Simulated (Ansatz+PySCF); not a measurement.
A calculation with PySCF 2.14.0.

```python
from pyscf import gto, scf

mol = gto.M(atom="""
Mg 0.000000 0.000000 -0.754990
O 0.000000 0.000000 1.132490
""", basis='def2-svp', charge=0, spin=0)
mf = scf.RHF(mol)
mf.kernel()
print(mf.converged, mf.e_tot, mf.spin_square()[0])
```

The script is written out from the run's settings.

The run gave:

```yaml
Converged: yes
Total_energy: -274.19715 hartree
Spin_squared_of_the_determinant: 0.000
Cycles: 12
```

Caution: an unrestricted determinant lies well below.
